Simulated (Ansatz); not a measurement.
System: fluorite CdF2. Method: r²SCAN-D4 (plane waves, PAW; Ansatz, a program for electronic structure).

The input as run:

Ansatz 0.2 input:
```yaml
crystal:
  lattice:
    - [0.0, 2.6878818103, 2.6878818103]
    - [2.6878818103, 0.0, 2.6878818103]
    - [2.6878818103, 2.6878818103, 0.0]
  atoms:
    - { symbol: Cd, position: [0.0, 0.0, 0.0] }
    - { symbol: F, position: [0.25, 0.25, 0.25] }
    - { symbol: F, position: [0.75, 0.75, 0.75] }
basis:
  ecutwfc: 560
  ecutrho_ratio: 4
  xc_grid: 3
kpoints:
  mp_grid: { grid: [12, 12, 12] }
hamiltonian:
  xc: r2scan
  dispersion: d4
  pseudopotentials: { kind: paw }
scf:
  occupations: { method: fermi_dirac, width: 0.01 }
  convergence: { dr2_threshold: 0.0000000003 }
output:
  forces: true
  stress: true
  eigenvalues: true
```

Excerpt of the program's output:

```
Crystal: 3 atoms, lattice volume = 38.838 Å³
Basis set: ecut = 560 eV, 1211 PW (Γ), exchange–correlation on 90×90×90 points (27 copies of the dense FFT grid, shifted against one another)
Bands: 21, of which v1, the nominal top of the filled ones, is band 17 counted from 1 (16 counted from 0)
Symmetry: 48 space group operations
Space group: Fm-3m (ITA 225), of the structure as read, at distance tolerance 3.4e-5 Å
k-points: 72 of 1728
Functional: x = r2scan, c = r2scan; τ floored in thin density (d = 2e-4 eV/Å³)
SCF iter   1: F=—  HF=-9889.562771 eV  |F-HF|=—  |Δ(HF+E_count)|=         —  Δρ=1.11e-2  dr2=3.60e-2  dr2_τ=7.74e-2
SCF iter   2: F=—  HF=-9889.593046 eV  |F-HF|=—  |Δ(HF+E_count)|=   3.03e-2  Δρ=6.38e-3  dr2=4.63e-3  dr2_τ=1.67e-3
  ...
SCF iter   7: F=—  HF=-9889.592674 eV  |F-HF|=—  |Δ(HF+E_count)|=   4.58e-6  Δρ=4.21e-6  dr2=4.82e-9  dr2_τ=5.10e-10
SCF iter   8: F=-9889.592674 eV  HF=-9889.592674 eV  |F-HF|=2.18e-11  |Δ(HF+E_count)|=  1.67e-10  Δρ=3.99e-7  dr2=4.21e-11  dr2_τ=3.12e-12
SCF 1 converged in 8 iterations: F = -9889.592674 eV  dr2 = 4.21e-11
SCF converged after 8 iterations
Free energy (F): -9889.592674 eV
Internal energy: -9889.592674 eV  (E = F + TS)
E sigma→0 (E₀):  -9889.592674 eV
Fermi energy:    7.900597 eV
--- Forces (eV/Å), atoms counted from 1 ---
  atom   1  Cd    -0.00000000    -0.00000000    -0.00000000
  atom   2  F      0.00000000    -0.00000000    -0.00000000
  atom   3  F      0.00000000    -0.00000000    -0.00000000
--- Stress (GPa, compression-positive) ---
       -0.003759      -0.000000      -0.000000
       -0.000000      -0.003759      -0.000000
        0.000000       0.000000      -0.003759
  P = ⅓ Tr σ = -0.0038 GPa (-0.038 kbar)
```

The PAW data were made under PBE.
